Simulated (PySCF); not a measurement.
**One molecule, a ladder of functionals, a line**

Molecule: SMILES [SiH3]CCl, CH₅ClSi.

Mapped SMILES: `[SiH3:1][CH2:2][Cl:3]`. Each H is labelled by its parent atom.

GIAO shieldings (ppm, equivalent atoms averaged) in PySCF 2.14 on the PBE0-D3(BJ)/def2-SVP geometry, basis pcSseg-2, gas phase, non-relativistic:

```csv
functional,exact exchange (%),σ(Si1),σ(Cl3)
BLYP,0,379.9,850.2
BP86,0,390.0,864.8
PBE,0,391.8,864.0
B3LYP,20,390.9,878.7
mPW1PW91,25,403.3,896.7
BHandHLYP,50,407.5,914.3
HF,100,438.6,965.1
```

(1) Fit each shielding as a line in the percentage of exact exchange.

(2) What does the line predict for PBE0 (25 %), and what does the run give?

Results:

(1) σ(Si1) = 386.2 + 0.50 x (rms 4.7 ppm); σ(Cl3) = 861.1 + 1.06 x (rms 5.9 ppm). The functionals also differ in their semilocal parts, which the line can't hold; Hartree–Fock has no correlation at all.

(2) σ(Si1): 398.7 predicted, 405.1 computed; σ(Cl3): 887.6 predicted, 897.5 computed ppm.
